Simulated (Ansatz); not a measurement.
## Reading a saddle point

A first-order saddle point of CH8AlN, closed shell, PBE0-D4/def2-TZVP, with one imaginary mode of 1210i cm⁻¹:

Al1  (-1.195, 0.946, -0.073)
N2  (0.054, -0.339, 0.536)
C3  (0.878, -1.139, -0.352)
H4  (-2.308, 1.314, 0.994)
H5  (-1.376, 1.023, -1.646)
H6  (0.460, 1.037, 0.582)
H7  (0.260, 1.972, 0.345)
H8  (-0.087, -0.778, 1.435)
H9  (1.141, -0.549, -1.235)
H10  (0.362, -2.038, -0.710)
H11  (1.812, -1.449, 0.125)
(Å)

Computed with Ansatz 0.2.0 (basis: def2-TZVPP and def2-QZVPP); correlated methods freeze the cores. Extrapolation: Hartree–Fock as exp(−7.88 √X), correlation as X^−2.97.

(1) Which contacts change along the imaginary mode, and what lies on either side? (A judgement: the text doesn't fix the answer.)

(2) Which side is lower, and how far does the saddle lie above each? (An estimate is asked for; the value comes from the calculation.)

The T1 diagnostic stays at or below 0.013.

Answers

(1) By the calculation: The step is CH₆AlN ([CH3][NH][AlH2]) + H₂ → CH₅N ([CH3][NH2]) + AlH₃ (still joined by a long Al–N bond), with the molecules in contact on both sides. Shortening one way: Al1–H7, N2–H6; lengthening the same way: Al1–N2, H6–H7.
```
  pair  one side (Å)  saddle (Å)  other side (Å)
Al1–H7          2.77        1.83            1.61
 N2–H6          3.14        1.44            1.02
Al1–N2          1.77        1.89            2.05
 H6–H7          0.75        0.99            2.99
```

(2) By the calculation: The side with Al1–H7, N2–H6 short is lower by 53.0 kJ/mol; the saddle lies 142.9 kJ/mol above it and 89.9 kJ/mol above the other (CCSD(T) at an estimated basis limit (MP2 extrapolated from triple and quadruple zeta, plus CCSD(T) − MP2 in triple zeta); electronic energies).

Labels in which every atom is bracketed show which atoms are joined, not bond orders.

For scale, one of the runs: CCSD(T)/def2-TZVPP, 216 basis functions, launched by `ansatz run in.yaml --threads 2 --pin off --events-out ev --progress --plain --max-ram 4352MiB`. Time: 58 s of wall clock on 2 CPU threads of an Intel Xeon Platinum 8375C; the host was shared. Peak host memory: 3.1 GiB.
